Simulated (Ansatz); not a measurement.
The input, for Ansatz 0.2.0:

```yaml
crystal:
  periodic: [false, false, false]
  atoms:
    - {symbol: Ge, position_ang: [-0.908669, -0.006500, 0.004177]}
    - {symbol: F, position_ang: [3.687165, 0.026375, -0.016949]}
    - {symbol: H, position_ang: [-1.348094, 1.462365, 0.007117]}
    - {symbol: H, position_ang: [-1.326442, -0.746331, 1.280415]}
    - {symbol: H, position_ang: [-1.338172, -0.744738, -1.269086]}
basis:
  gaussian: {orbitals: 6-31G, fitting: {mean_field: def2-universal-jkfit}}
correlation: {method: sc_nevpt2, electrons: outside_noble_gas, active_space: {window: {electrons: 6, orbitals: 4}}}
accuracy: high
```

```sh
$ ansatz run in.yaml --threads 1 --pin off --events-out ev --progress --plain --max-ram 2393MiB
```

(1) Roughly how long does this take on 1 thread of Intel Xeon 6975P-C, shared host, and how much host memory?

```
397 factors; integrals over basis functions are off by at most 8.1e-2 eV
mean field evaluation 1: about -59205.9543 eV, gradient 4.2e1 eV
mean field evaluation 2: about -59181.7385 eV, gradient 9.5e1 eV
mean field evaluation 4: about -59208.8977 eV, gradient 8.0e0 eV
mean field evaluation 8: about -59209.2823 eV, gradient 2.4e0 eV
mean field evaluation 16: about -59209.2058 eV, gradient 4.4e0 eV
mean field -59209.48318902 eV, -2175.9083735673 hartree, gradient 2.3e-8 eV, S^2 0.000000; 2 other end points of the search recorded, 0 dependent functions left out; unrestricted orbitals would lower it
reference -59209.48318902 eV, -2175.9083735673 hartree; 22, 22 occupied and 22, 22 virtual orbitals, 397 factors
state -59213.89390071 eV, -2176.0704642322 hartree
state -59213.89390071 eV, -2176.0704642322 hartree; corrected -59217.32714898 eV, -2176.1966337790 hartree
WARN: 2 active orbitals are nearly empty or full. The corrections depend on them more than the energy does, and are more stable in an active space without them
Total energy: -59217.32714898 eV, -2176.1966337790 hartree
```

Natural occupations: 2.0000 2.0000 1.0641 0.9359.

## Answers

(1) 1.4 s wall and 0.27 GiB.
